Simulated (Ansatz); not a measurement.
# C3H4O: up Jacob's ladder to CCSD(T)

One table from this session's results is given with a row withheld; the runs are named, their logs left out.

The runs use Ansatz 0.2.0, Gaussian basis; functionals in def2-TZVPP, the program's frozen cores in correlated methods.

Levels to be run: LDA (SPW92), PBE-D4, revPBE-D4, BLYP-D4, r2SCAN-D4, B97M-V, PBE0-D4, B3LYP-D4, r2SCANh-D4, r2SCAN0-D4, HSE06-D4, BHLYP-D4, CAM-B3LYP-D4, LC-ωPBE, ωB97X-V, ωB97M-V, B2PLYP, PBE-QIDH; CCSD(T)/def2-SVP; CCSD(T)/def2-TZVPP; MP2/def2-QZVPP; extrapolation to the limit; RPA on PBE.

## Structure used throughout

All runs share one geometry, relaxed beforehand with PBE0-D4 in a triple-zeta def2 set.

SMILES `CC#CO`, 8 atoms, charge 0, spin multiplicity 1.

Atoms are counted from 1 here; the program's logs count them from 0.

Bond lengths: C1–C2 1.453 Å, C1–H5 1.093 Å, C1–H6 1.093 Å, C1–H7 1.093 Å, C2–C3 1.199 Å, C3–O4 1.308 Å, O4–H8 0.964 Å. Angles: C2–C1–H5 111.2°, C2–C1–H6 111.6°, C2–C1–H7 110.7°, H5–C1–H6 107.9°, H5–C1–H7 107.5°, H6–C1–H7 107.8°, C1–C2–C3 179.9°, C2–C3–O4 176.2°, C3–O4–H8 109.9°.

The first run:

in.yaml reads:

```yaml
crystal:
  periodic: [false, false, false]
  atoms:
    - {symbol: C, position_ang: [-0.382641, 1.237875, -0.526528]}
    - {symbol: C, position_ang: [0.109404, -0.014151, 0.022358]}
    - {symbol: C, position_ang: [0.513803, -1.048747, 0.473621]}
    - {symbol: O, position_ang: [1.032753, -2.141145, 0.972737]}
    - {symbol: H, position_ang: [-1.122151, 1.061278, -1.311810]}
    - {symbol: H, position_ang: [-0.850415, 1.858817, 0.241830]}
    - {symbol: H, position_ang: [0.434568, 1.813680, -0.968369]}
    - {symbol: H, position_ang: [0.356879, -2.824707, 1.040362]}
basis:
  gaussian: {orbitals: def2-TZVPP}
hamiltonian: {xc: lda}
output: {orbitals: {seedname: orbitals}}
```

Command:

```
> ansatz run in.yaml --threads 2 --pin off --events-out ev --progress --plain --max-ram 4352MiB
```

Among the steps run: LDA; PBE-D4 (GGA); revPBE-D4 (GGA); BLYP-D4 (GGA); r2SCAN-D4 (meta-GGA); B97M-V (meta-GGA); PBE0-D4 (hybrid); B3LYP-D4 (hybrid); r2SCANh-D4 (hybrid); r2SCAN0-D4 (hybrid); HSE06-D4 (hybrid); BHLYP-D4 (hybrid); CAM-B3LYP-D4 (range-separated); LC-ωPBE (range-separated); ωB97X-V (range-separated); ωB97M-V (range-separated); B2PLYP (double hybrid); PBE-QIDH (double hybrid).

One of the session's tables, all rows but one given; the rest of the session is left out.

It belongs to the step «Frontier levels by functional». 

```
  functional  HOMO (eV)  LUMO (eV)  gap (eV)
 LDA (SPW92)      -5.59      -0.41      5.18
      PBE-D4      -5.42      -0.33      5.10
   revPBE-D4      -5.36      -0.30      5.07
     BLYP-D4      -5.30      -0.42      4.88
   r2SCAN-D4      -5.64       0.43      6.07
      B97M-V      -5.67       0.01      5.68
     PBE0-D4      -6.71       0.60      7.31
    B3LYP-D4      -6.49       0.18      6.67
  r2SCANh-D4      -6.13       0.71      6.84
  r2SCAN0-D4      -6.86       1.11      7.97
    HSE06-D4      -6.31       0.23      6.54
    BHLYP-D4          ?          ?         ?
CAM-B3LYP-D4      -8.09       1.36      9.45
     LC-ωPBE      -9.46       2.76     12.23
     ωB97X-V      -9.07       2.57     11.64
     ωB97M-V      -8.97       2.07     11.04
```

Q: Estimate the row for BHLYP-D4 from the others.

Worked estimate for «HOMO (eV)». Against the share of exact exchange, BLYP-D4 (0, -5.30), B3LYP-D4 (0.2, -6.49) give a slope of -5.95 per unit share; at 0.5 the line stands at -8.27.

**Answer.** HOMO (eV): -7.88; LUMO (eV): 1.23; gap (eV): 9.11. In «HOMO (eV)» the line misses by -0.39.
